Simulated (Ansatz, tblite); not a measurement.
# The cluster Rh₄−: rung by rung

How do method and basis change the picture of the cluster Rh₄− (doublet)?

Program: Ansatz 0.2.0, Gaussian basis. Level of theory: as each input shows. These are calculated values, not measurements.

Levels to be run: GFN1-xTB, GFN2-xTB, PBE-D4/def2-TZVPD, r2SCAN-D4/def2-TZVPD, LC-ωPBE/def2-TZVPD, BLYP-D4/def2-TZVPD, B3LYP-D4/def2-TZVPD, HF/def2-TZVPD, PBE+5HF/def2-TZVPD, PBE+10HF/def2-TZVPD, PBE+15HF/def2-TZVPD, PBE+35HF/def2-TZVPD, PBE+50HF/def2-TZVPD, PBE-D4/def2-SVPD, PBE0-D4/def2-SVPD, MP2/def2-TZVPD, RPA/def2-TZVPD.

4 further runs of the same task are left out: 3 that didn't finish, 1 set aside as unsound or not needed. Runs told in other sessions of the task aren't counted.

### 1 The structure

The geometry is that of the doublet, from an earlier relaxation (r2SCAN-D4/def2-SVPD). At that level it is the lowest of the isomers that a small search found.

4 atoms, charge -1, spin multiplicity 2.

Bond lengths: Rh1–Rh2 2.323 Å, Rh1–Rh3 2.327 Å, Rh1–Rh4 3.284 Å, Rh2–Rh3 3.318 Å, Rh2–Rh4 2.332 Å, Rh3–Rh4 2.355 Å. Angles: Rh2–Rh1–Rh3 91.1°, Rh2–Rh1–Rh4 45.2°, Rh3–Rh1–Rh4 45.8°, Rh1–Rh2–Rh3 44.5°, Rh1–Rh2–Rh4 89.7°, Rh3–Rh2–Rh4 45.2°, Rh1–Rh3–Rh2 44.4°, Rh1–Rh3–Rh4 89.1°, Rh2–Rh3–Rh4 44.7°, Rh1–Rh4–Rh2 45.0°, Rh1–Rh4–Rh3 45.1°, Rh2–Rh4–Rh3 90.1°.

Rh takes a core potential in the def2 sets. No spin-orbit coupling is included. The ion is computed in the gas phase, without counter-ions or solvent.

PBE0-D4/def2-TZVPD was run before; its log isn't repeated, and its numbers join the tables.

### 2 GFN1-xTB

Tight binding, by tblite at 300 K electronic temperature and without a spin-polarisation term:

```python
tblite.interface.Calculator('GFN1-xTB', numbers, positions, charge=-1, uhf=1).singlepoint()
```

Energy -441.3529 eV; 0.006 s.

### 3 GFN2-xTB

Tight binding, by tblite at 300 K electronic temperature and without a spin-polarisation term:

```python
tblite.interface.Calculator('GFN2-xTB', numbers, positions, charge=-1, uhf=1).singlepoint()
```

Energy -439.3714 eV; 0.007 s.

### 4 PBE-D4/def2-TZVPD

start.molden holds the orbitals of an earlier run on this state, given as this run's starting guess.

The input, in.yaml:

```yaml
crystal:
  periodic: [false, false, false]
  atoms:
    - {symbol: Rh, position_ang: [2.307970, -1.676012, 0.065644]}
    - {symbol: Rh, position_ang: [0.701193, 0.001488, 0.044198]}
    - {symbol: Rh, position_ang: [4.017489, -0.097492, 0.087369]}
    - {symbol: Rh, position_ang: [2.392848, 1.606716, 0.045889]}
basis:
  gaussian: {orbitals: def2-TZVPD, initial_orbitals: start.molden}
total_charge: -1
magnetization: {spin_polarized: true, initial_magnetization: 1}
hamiltonian: {xc: pbe, dispersion: d4}
scf: {omitted_lower_state_checks: [starts]}
output: {forces: true, orbitals: {seedname: orbitals}}
```

Started as:

```
$ ansatz run in.yaml --threads 4 --pin off --events-out ev --progress --plain --max-ram 3916MiB
```

The runs that follow: r2SCAN-D4/def2-TZVPD; LC-ωPBE/def2-TZVPD; BLYP-D4/def2-TZVPD; B3LYP-D4/def2-TZVPD; HF/def2-TZVPD; PBE+5HF/def2-TZVPD; PBE+10HF/def2-TZVPD; PBE+15HF/def2-TZVPD; PBE+35HF/def2-TZVPD; PBE+50HF/def2-TZVPD; PBE-D4/def2-SVPD; PBE0-D4/def2-SVPD; MP2/def2-TZVPD; RPA/def2-TZVPD.

**Question.** What will the summary of the whole plan be? Wanted: gap in def2-TZVPD, named functionals and Hartree-Fock, smallest and largest; correlation energy, MP2/def2-TZVPD; ⟨S²⟩ in def2-TZVPD, named functionals and Hartree-Fock, smallest and largest; PBE0 total energy, smallest basis above largest.

**Answer**, as computed:

```
                                                                    quantity                            value
 gap in def2-TZVPD, named functionals and Hartree-Fock, smallest and largest  0.11 eV (BLYP-D4), 5.00 eV (HF)
                                          correlation energy, MP2/def2-TZVPD                        -48.43 eV
⟨S²⟩ in def2-TZVPD, named functionals and Hartree-Fock, smallest and largest                     2.268, 5.276
                             PBE0 total energy, smallest basis above largest  3.21 eV (def2-SVPD, def2-TZVPD)
```

**Reading.** Over the named functionals and Hartree-Fock in def2-TZVPD the gap runs from 0.11 eV (BLYP-D4) to 5.00 eV (HF); exact exchange widens it. Over the named functionals and Hartree-Fock in def2-TZVPD spin contamination reaches 4.53 (HF), and every level is far from pure, so all describe a mixture with higher spin. PBE-D4, BLYP-D4, r2SCAN-D4 put the HOMO above zero; others here keep it below zero, so the sign hangs on the functional's self-interaction and doesn't show that the species is unbound.
